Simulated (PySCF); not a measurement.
**One molecule, a ladder of functionals, a line**

Molecule: SMILES FC[SiH3], CH₅FSi.

Cartesian coordinates in Å; atom numbers follow the order of the lines, from 1:
```xyz
8

F     1.6444    0.1668   -1.0376
C     0.9848   -0.0676    0.1510
Si   -0.8948    0.0347   -0.1213
H     1.2736   -1.0623    0.5355
H     1.3113    0.6773    0.8987
H    -1.2603    1.3979   -0.6053
H    -1.3171   -0.9786   -1.1313
H    -1.5856   -0.2349    1.1774
```

GIAO shieldings (ppm, equivalent atoms averaged) in PySCF on the PBE0-D3(BJ)/def2-SVP geometry, basis pcSseg-2, gas phase, non-relativistic:

| functional | exact exchange (%) | σ(F1) | σ(C2) | σ(Si3) |
| --- | --- | --- | --- | --- |
| BLYP | 0 | 449.3 | 94.6 | 389.0 |
| BP86 | 0 | 453.7 | 100.2 | 399.4 |
| PBE | 0 | 452.2 | 100.0 | 401.3 |
| PBE0 | 25 | 466.6 | 108.2 | 413.7 |
| mPW1PW91 | 25 | 466.4 | 107.6 | 411.7 |
| BHandHLYP | 50 | 476.2 | 110.1 | 415.6 |
| HF | 100 | 493.8 | 123.4 | 445.7 |

(1) Fit each shielding as a line in the percentage of exact exchange.

(2) What does the line predict for B3LYP (20 %), and what does the run give?

## Answers

(1) σ(F1) = 453.3 + 0.43 x (rms 2.3 ppm); σ(C2) = 99.3 + 0.25 x (rms 2.3 ppm); σ(Si3) = 397.4 + 0.47 x (rms 4.6 ppm). The functionals also differ in their semilocal parts, which the line can't hold; Hartree–Fock has no correlation at all.

(2) σ(F1): 461.9 predicted, 461.9 computed; σ(C2): 104.3 predicted, 101.5 computed; σ(Si3): 406.8 predicted, 399.6 computed ppm.
